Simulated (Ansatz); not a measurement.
**BC (quartet): wave-function methods side by side at distance B1–C2 = 2.037 Å, aug-cc-pVDZ**

How much of the correlation energy of BC (quartet) does each wave-function method recover here?

Program: Ansatz 0.2.0, Gaussian basis. Level of theory: aug-cc-pVDZ, core rule «outside noble gas», up to 2 orbitals frozen. These are calculated values, not measurements.

Plan: UHF; CCSD(T) on ROHF; CCSD(T) on UHF; BCCD(T) on ROHF; CISD; CCSDT(Q) on ROHF; CCSDT(Q) on UHF; CISDTQ; CCSDTQ on ROHF; CCSDTQ on UHF; CASSCF and MRCISD+Q, 5 electrons in 5 orbitals; CASSCF and NEVPT2, 5 electrons in 5 orbitals; CASSCF and MRCISD+Q, 7 electrons in 8 orbitals; CASSCF and NEVPT4(SD), 7 electrons in 8 orbitals; CASSCF and NEVPT2, 7 electrons in 8 orbitals; Full CI.

### Step 1. The system

The geometry derives from a PBE0/def2-TZVP stationary point (not a proven minimum). One bond is set to the value named and the two fragments are kept rigid.

2 atoms, charge 0, spin multiplicity 4.

Atoms are counted from 1 here; the program's logs count them from 0.

No contacts short enough for the rule that draws bonds.

### Step 2. UHF

Contents of in.yaml:

```yaml
crystal:
  periodic: [false, false, false]
  atoms:
    - {symbol: B, position_ang: [0.000000, 0.000000, 0.000000]}
    - {symbol: C, position_ang: [0.000000, 0.000000, 2.037000]}
basis:
  gaussian: {orbitals: aug-cc-pVDZ}
magnetization: {spin_polarized: true, initial_magnetization: 3}
hamiltonian: {xc: hf}
output: {orbitals: {seedname: orbitals}}
```

Launch:

```bash
ansatz run in.yaml --threads 1 --pin off --events-out ev --progress --plain --max-ram 2513MiB --backend cpu
```

Further steps of the session: CCSD(T) on ROHF; CCSD(T) on UHF; BCCD(T) on ROHF; CISD; CCSDT(Q) on ROHF; CCSDT(Q) on UHF; CISDTQ; CCSDTQ on ROHF; CCSDTQ on UHF; CASSCF and MRCISD+Q, 5 electrons in 5 orbitals; CASSCF and NEVPT2, 5 electrons in 5 orbitals; CASSCF and MRCISD+Q, 7 electrons in 8 orbitals; CASSCF and NEVPT4(SD), 7 electrons in 8 orbitals; CASSCF and NEVPT2, 7 electrons in 8 orbitals; Full CI.

**Question.** What will the summary of the whole plan be? Wanted: FCI below the RHF energy; RMP2 from FCI; UMP2 from FCI; RCCSD from FCI; RCCSD(T) from FCI; UCCSD(T) from FCI; RCCSDT(Q) from FCI; UCCSDT(Q) from FCI; NEVPT2 pair from FCI.

**Answer**, as computed:

| quantity | value |
| --- | --- |
| FCI below the RHF energy | -5.0243 eV |
| RMP2 from FCI | +145.1 kJ/mol |
| UMP2 from FCI | +147.3 kJ/mol |
| RCCSD from FCI | +34.0 kJ/mol |
| RCCSD(T) from FCI | +10.0 kJ/mol |
| UCCSD(T) from FCI | +9.7 kJ/mol |
| RCCSDT(Q) from FCI | -0.2 kJ/mol |
| UCCSDT(Q) from FCI | -1.2 kJ/mol |
| NEVPT2 pair from FCI | +138.1 kJ/mol |
| NEVPT2 valence from FCI | +61.2 kJ/mol |
| NEVPT4(SD) valence from FCI | +5.2 kJ/mol |
| levels within 1 kcal/mol (43 meV) | RCCSDT, UCCSDT, CISDTQ, RCCSDT(Q), UCCSDT(Q), RCCSDTQ, UCCSDTQ, MRCISD+Q valence |
| T1 diagnostic | 0.070 |
| effectively unpaired electrons | 3.14 |

RCCSD(T) lands +10.0 kJ/mol from the yardstick (2.1 % of the correlation energy). UCCSDT(Q) falls below full CI: unrestricted runs freeze a spin-polarised core, another one than full CI's, and coupled cluster isn't variational. The occupations are near whole numbers, but T1 = 0.070 shows that the orbitals relax strongly. Of the multireference levels listed MRCISD+Q valence comes nearest in total energy (0.0 kJ/mol), which doesn't show that its space is the better one. These misses are within one basis, not against nature; the frozen cores of restricted and unrestricted runs differ, which can shift their rows.
